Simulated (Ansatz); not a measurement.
# CHAlSi (triplet): relaxing a cheap start

Where does this start of CHAlSi (triplet) end when it is relaxed?

Method: UKS PBE0/def2-TZVP; program: Ansatz 0.2.0, Gaussian basis.

### 1 Where the work starts

4 atoms, charge 0, spin multiplicity 3.

Atoms are counted from 1 here; the program's logs count them from 0.

Bond lengths: Al1–Si2 2.448 Å, Al1–H4 1.667 Å, Si2–C3 1.738 Å. Angles: Si2–Al1–H4 159.6°, Al1–Si2–C3 157.3°.

Geometry (Å):

```
Al   -1.4327    0.9266    0.0029
Si    0.5184   -0.5524   -0.0029
C     2.2016   -0.9858   -0.0006
H    -2.3261    2.3345    0.0120
```

The start was built by rule and, where that kept it together, relaxed with GFN2-xTB. Sticks and bond lists go by distance. 

### 2 The run

Contents of in.yaml:

```yaml
crystal:
  periodic: [false, false, false]
  atoms:
    - {symbol: Al, position_ang: [-1.432736, 0.926578, 0.002909]}
    - {symbol: Si, position_ang: [0.518377, -0.552363, -0.002946]}
    - {symbol: C, position_ang: [2.201631, -0.985796, -0.000649]}
    - {symbol: H, position_ang: [-2.326128, 2.334460, 0.011964]}
basis:
  gaussian: {orbitals: def2-TZVP}
magnetization: {spin_polarized: true, initial_magnetization: 2}
hamiltonian: {xc: pbe0}
relax: {f_tol: 0.004, max_steps: 80}
```

The run is started by

```bash
$ ansatz run in.yaml --threads 1 --pin off --events-out ev --progress --plain --max-ram 2176MiB
```

Before running it: what results should come out? Wanted: energy gained; shift from the start; total energy; dipole moment; ⟨S²⟩.

The runs gave:

```
                  quantity           value
                     steps              21
             energy gained        2.631 eV
shift from the start (rms)         1.286 Å
              total energy  -15515.4527 eV
             dipole moment          0.53 D
                      ⟨S²⟩           2.024
```

What this shows: By distance, Al1–C3 formed and Al1–Si2 opened. Al1–C3 went from 4.107 to 1.953 Å. No vibrations were run, so this is a stationary point, not a proven minimum, and this spin need not be the ground state's.
